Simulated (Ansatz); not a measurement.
Basis-set extrapolation for C$_{3}$H$_{3}$ClO, SMILES `CC(Cl)=C=O` (PBE0-D4/def2-TZVP geometry, frozen core, the Gaussian-basis code of Ansatz). Multiplicity 1, RHF reference.

```csv
,def2-TZVPP,def2-QZVPP
HF,-649.755892,-649.777053
MP2 correlation,-0.892128,-0.960155
CCSD(T) correlation,-0.963346,not run
```

Energies in hartree. Use E(X) = E(∞) + A·exp(−7.88·√X) for Hartree–Fock and E(X) = E(∞) + B·X^(−2.97) for correlation, with X = 3 and 4, and add CCSD(T) minus MP2 of the smaller set to the MP2 limit.

What is the CCSD(T) energy at the basis-set limit?

HF limit: -649.777053 + (-0.021161) × 0.13774 = -649.77997. MP2 limit: -0.960155 + (-0.068027) × 0.74074 = -1.01055. Higher-order term: -0.963346 − (-0.892128) = -0.07122. Total: -650.86174 hartree, 374.1 kJ/mol below CCSD(T)/def2-TZVPP.
